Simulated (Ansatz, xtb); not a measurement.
**Ranking isomers of CH5OSi−**

4 gas-phase structures of CH5OSi−, found in a search over its isomers (lower ones may exist). Each was relaxed with GFN2-xTB:

A. `[CH2-]O[SiH3]`, a singlet
B. a singlet given by its coordinates
C. `[CH2-][SiH2]O`, a singlet
D. `C[SiH2][O-]`, a singlet

B (Å):

```xyz
8

C    -0.7766   -0.5899    1.2535
O    -1.8735   -0.8824    0.3577
Si   -0.8532    0.4231   -0.2856
H    -1.1298   -0.2433    2.2280
H    -0.1112   -1.4489    1.3733
H     0.4299    1.4400   -0.2706
H    -1.8670    1.4978   -0.3080
H    -0.4764   -0.2218   -1.5627
```

Close contacts (Å): C1–O2 1.45, C1–Si3 1.84, O2–Si3 1.78, C1–H4 1.09, C1–H5 1.09, Si3–H6 1.64, Si3–H7 1.48, Si3–H8 1.48.

**Question.** Which do you expect lowest at r2SCAN-D4/def2-SVPD, and how would the others follow?

**Answer.** Calculated order at r2SCAN-D4/def2-SVPD: D (0.0), C (29.0), B (54.0), A (76.8) kcal/mol.

Energies above the lowest of each column, in kcal/mol; the last columns are at PBE0-D3(BJ)/def2-SVPD geometries and were run for some of them only (a dash: not run or not comparable):

| structure | GFN2-xTB | HF/STO-3G | r2SCAN-D4/def2-SVPD | PBE0-D3(BJ)/def2-SVPD | CCSD(T)/def2-SVPD + ΔMP2/def2-TZVPPD |
| --- | --- | --- | --- | --- | --- |
| D | 0.0 | 0.0 | 0.0 | 0.0 | 0.0 |
| C | 57.8 | 18.0 | 29.0 | 24.6 | 25.7 |
| B | 59.1 | 25.4 | 54.0 | 51.5 | 58.0 |
| A | 61.9 | 36.7 | 76.8 | – | – |

Every level run on D puts it lowest or level with the lowest. Flexible structures stand in one conformer each, not always the lowest. Frequencies (PBE0-D3(BJ)/def2-SVPD) were run for B, C, D alone. ΔMP2 is the change of the MP2 energy from the smaller to the larger basis.

Over these structures GFN2-xTB departs from r2SCAN-D4/def2-SVPD by 12.2 kcal/mol on average once a common shift is removed. A GFN2-xTB relaxation took about 0.17 s and the r2SCAN-D4/def2-SVPD energy about 2.1 s on a shared host (Ansatz 0.2.0, xtb 6.7.1).
